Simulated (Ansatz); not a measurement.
# BHLiO+: geometry optimisation

Aim: relax BHLiO+ at this level.

Program: Ansatz 0.2.0. Level of theory: RKS PBE0-D4/def2-TZVP. These are calculated values, not measurements.

## Step 1: Starting geometry

4 atoms, charge 1, spin multiplicity 1.

Atoms are counted from 1 here; the program's logs count them from 0.

Bond lengths: Li1–B2 2.225 Å, B2–O3 1.255 Å, O3–H4 0.971 Å. Angles: Li1–B2–O3 179.9°, B2–O3–H4 179.5°.

As a file:

```xyz
4

Li   -2.44962    0.65462    0.13874
B    -0.30315    0.08049    0.01684
O     0.90709   -0.24537   -0.05165
H     1.84568   -0.48974   -0.10393
```

## Step 2: Relaxation

input.yaml reads:

```yaml
crystal:
  periodic: [false, false, false]
  atoms:
    - { symbol: Li, position_ang: [-2.449623, 0.65462, 0.138738] }
    - { symbol: B, position_ang: [-0.303149, 0.080488, 0.016836] }
    - { symbol: O, position_ang: [0.907088, -0.245366, -0.051648] }
    - { symbol: H, position_ang: [1.845684, -0.489742, -0.103926] }
total_charge: 1
basis:
  gaussian: { orbitals: def2-TZVP }
hamiltonian:
  xc: pbe0
  dispersion: d4
output:
  forces: true
relax:
  f_tol: 0.003
  max_steps: 120
```

Run with:

```console
$ ansatz run input.yaml --threads 1 --pin off --max-ram 2560MiB --backend cpu --events-out ev --progress --plain --runs-dir out
```

Before running it: what results should come out? Wanted: energy gained; root mean square move.

As calculated:

```
             quantity      value
        energy gained  0.0203 eV
root mean square move    0.134 Å
```

In words: Bond lengths: Li1–B2 2.231 Å, B2–O3 1.249 Å, O3–H4 0.961 Å. Angles: Li1–B2–O3 175.5°, B2–O3–H4 151.2°. No frequencies were computed here.
